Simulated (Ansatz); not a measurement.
This geometry of BClH2 + H3P (8 atoms, charge 0, multiplicity 1) is a first-order saddle point.

Level of theory: RKS PBE-D4/def2-SVP (Ansatz 0.2.0).

```xyz
8
Properties=species:S:1:pos:R:3
B -0.108 -0.346 0.167
H 0.010 0.432 1.203
H 0.987 -0.293 -0.340
Cl -1.617 0.092 -0.725
P -0.351 -2.378 0.943
H -0.589 -2.661 -0.443
H 1.059 -2.657 0.869
H -0.251 -0.619 1.430
```

Which two structures does it join? (They come from a converged band through this point; their orientation in space is the band's.)

Bonds broken: B1–H2, P5–H8. Bonds formed: B1–P5, H2–H8. BClH2 + H3P becomes BClH3P + H2.

Image 0:

```xyz
8
Properties=species:S:1:pos:R:3
B -0.025 0.300 0.044
H -0.123 0.773 1.156
H 1.015 -0.109 -0.424
Cl -1.436 0.350 -0.999
P -0.211 -2.856 1.227
H -0.822 -2.761 -0.074
H 1.114 -2.684 0.691
H -0.372 -1.441 1.482
```

Image 10:

```xyz
8
Properties=species:S:1:pos:R:3
B 0.154 -0.832 -0.397
H -0.739 0.987 2.161
H 1.216 -0.245 -0.394
Cl -1.240 0.002 -1.071
P -0.019 -2.491 0.506
H -0.972 -3.161 -0.329
H 1.170 -3.128 0.021
H -0.429 0.440 2.606
```

How far does it lie above each of them?

13.7 kcal/mol above the first and 15.2 kcal/mol above the second. This is the barrier of this one path; another mechanism may lie lower. The orbitals stay closed-shell, which can raise the energy where a bond breaks towards radicals; this wasn't checked here.

Run time: 3.7 min on 1 thread of Arm Neoverse V2, with other jobs on the host, peak memory 0.15 GiB.
